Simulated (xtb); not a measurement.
ethanethiol (C₂H₆S), SMILES CCS. All values are semi-empirical tight-binding results from xtb (GFN2-xTB unless named), good for trends rather than for accurate numbers. The structure is a stationary point at GFN2-xTB. Other conformers were not sampled.

Computed properties:
```
Quantity                                               Value
---------------------------------------------  -------------
orbital gap                                          4.56 eV
zero-point energy                              45.8 kcal/mol
G − E(el) at 298.15 K (modified RRHO)          29.0 kcal/mol
static polarisability (D4 model)                  47.9 bohr³
solvation energy, GFN2-xTB/ALPB(water)         -0.6 kcal/mol
solvation energy, GFN2-xTB/ALPB(acetonitrile)  -3.6 kcal/mol
```
